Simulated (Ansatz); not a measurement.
Results of r²SCANh (Ansatz, a quantum-chemistry and plane-wave program, PAW) for bcc K.

Run with plane-wave cutoff 520 eV, 10×10×10 k mesh, Fermi–Dirac smearing 0.05 eV, scalar-relativistic PAW data made under PBE.

Cell (relaxed at this level):

Space group Im-3m (No. 229); a = 5.357 Å, b = 5.357 Å, c = 5.357 Å, α = 90.00°, β = 90.00°, γ = 90.00°

```tsv
atom	site	symmetry	x	y	z
K	2a	m-3m	0.0000	0.0000	0.0000
```
(The calculation used a cell of 1 atom; values per cell refer to that cell.)

Problem. What does this level give for the bulk modulus B0 and pressure derivative B′ of the bulk modulus?

Solution. 
- bulk modulus B0 = 3.42 GPa
- pressure derivative B′ of the bulk modulus = 3.7

Measured, for comparison: bulk modulus 3.75 GPa (corrected for temperature and zero-point phonon effects; as tabulated in Levämäki et al. (2014), arXiv:1402.3671). Computed (rounded) less measured: bulk modulus -9 %.

The computed numbers hold no vibrational or temperature effects.

Computing time: very roughly 30 core-minutes.
